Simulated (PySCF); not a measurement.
Identify the unknown among the candidates.

All candidates are C5H10O.

* Dipole: 3.05 D [CAM-B3LYP/def2-SVPD]
* Valence photoelectron: vertical ionisation energy: 9.48 eV [ΔSCF CAM-B3LYP/def2-SVPD]
* XPS: C1s 290.5 (×2), C1s 290.9, C1s 291.0, C1s 293.1, O1s 537.5 eV [ΔSCF SCAN, pcX-2 on the ionised atom, pcseg-1 elsewhere, spin-free X2C]
* Rotational structure: rotational constants A, B, C: 4.687, 3.109, 2.099 GHz [PBE0-D3(BJ)/def2-SVP]
* UV, first state: lowest singlet excitation: 4.46 eV (278 nm, f = 0.000) [TDDFT CAM-B3LYP/def2-SVPD]
* 13C NMR: chemical shifts (computed TMS as zero) by class: 213.6 (1 C), 44.4 (1 C), 28.9 (1 C), 19.2 (2 C) ppm [GIAO PBE0/pcSseg-1]
* 1H NMR: chemical shifts (computed TMS as zero) by class: 2.09 (3 H), 2.05 (1 H), 1.04 (6 H) ppm [GIAO PBE0/pcSseg-1]
* Polarisability: 64.3 au [CAM-B3LYP/def2-SVPD]
* NMR, other nuclei: isotropic shieldings of nuclei other than C and H, by class: -344 (1 O) ppm [GIAO PBE0/pcSseg-1]

The electronic properties come from PySCF, for the isolated species, density fitting. Levels stand in brackets. The structure is a single PBE0-D3(BJ)/def2-SVP conformer in the gas phase; no vibrational or solvent corrections. Each NMR value is the plain mean over a class of atoms that symmetry, rotation or inversion makes alike.

**Question.** Which candidate is it?
A. `CCOC1CC1`
B. `CC(C)(C)C=O`
C. `C=CCOCC`
D. `CC(=O)C(C)C`

**Answer.** D. It is `CC(=O)C(C)C`. Numbering: `[CH3:1][C:2](=[O:3])[CH:4]([CH3:5])[CH3:6]`. Its formula, C5H10O, gives 1 degree of unsaturation: 0 rings and 1 π bond in the structure found. 5 carbons fall into 4 classes; from least to most shielded: ketone carbonyl carbon [C2] (213.6 ppm), sp3 carbon next to a carbonyl [C4] (44.4 ppm), methyl carbon next to a carbonyl [C1] (28.9 ppm), methyl carbon [C5/C6] (19.2 ppm, 2 C, up to 2.3 ppm apart in this geometry). Hydrogen classes from least to most shielded: 3 H on a methyl carbon next to a carbonyl, C1 (2.09 ppm), 1 H on an sp3 carbon next to a carbonyl, C4 (2.05 ppm), 6 H on 2 methyl carbons, C5/C6 (1.04 ppm, a mean of values up to 0.9 ppm apart in this geometry). The other shieldings belong to: -344 ppm, ketone oxygen [O3]. The core levels belong to: C1s 290.5 eV, methyl carbon [C5/C6]; C1s 290.9 eV, sp3 carbon next to a carbonyl [C4]; C1s 291.0 eV, methyl carbon next to a carbonyl [C1]; C1s 293.1 eV, ketone carbonyl carbon [C2]; O1s 537.5 eV, ketone oxygen [O3]. One atom of each topological class was ionised and stands for its class. The hole state at 293.1 eV has ⟨S²⟩ = 0.84 against 0.75, so that value is less sure. The first electron is taken from the HOMO, whose largest Löwdin shares are 0.58 on the ketone oxygen, 0.12 on the ketone carbonyl carbon, 0.11 on the sp3 carbon next to a carbonyl and 0.10 on the methyl carbon next to a carbonyl. The optimised geometry has point group C1 and is an asymmetric top.

The others, at the same levels:
- `C=CCOCC` fails: its computed lowest singlet excitation is 6.97 eV (178 nm, f = 0.095) (against 4.46 eV), static isotropic polarisability is 69.6 au (against 64.3 au) and rotational constant A is 15.431 GHz (against 4.687 GHz).
- `CC(C)(C)C=O` fails: its computed core binding energies are C1s 290.9 (×3), C1s 291.0, C1s 293.3, O1s 538.0 eV, rotational constant A is 4.464 GHz (against 4.687 GHz) and smallest rotational constant is 2.748 GHz (against 2.099 GHz).
- `CCOC1CC1` fails: its computed 13C shifts are 67.0 (1 C), 53.0 (1 C), 17.3 (1 C), 6.6 (2 C) ppm, core binding energies are C1s 290.5 (×2), C1s 290.7, C1s 291.9, C1s 292.0, O1s 538.2 eV and 1H shifts are 3.23 (2 H), 2.88 (1 H), 1.13 (3 H), 0.52 (2 H), 0.38 (2 H) ppm.

Each candidate is one conformer, not necessarily the lowest. The conformers computed, where there is a choice (atom-mapped SMILES and torsion angles):
- `[CH3:1][C:2](=[O:3])[CH:4]([CH3:5])[CH3:6]`: C1–C2–C4–C5 -178°
- `[CH2:1]=[CH:2][CH2:3][O:4][CH2:5][CH3:6]`: C1–C2–C3–O4 -133°, C2–C3–O4–C5 -176°, C3–O4–C5–C6 179°
- `[CH3:1][C:2]([CH3:3])([CH3:4])[CH:5]=[O:6]`: C1–C2–C5–O6 -121°
- `[CH3:1][CH2:2][O:3][CH:4]1[CH2:5][CH2:6]1`: C1–C2–O3–C4 179°, C2–O3–C4–C5 -83°
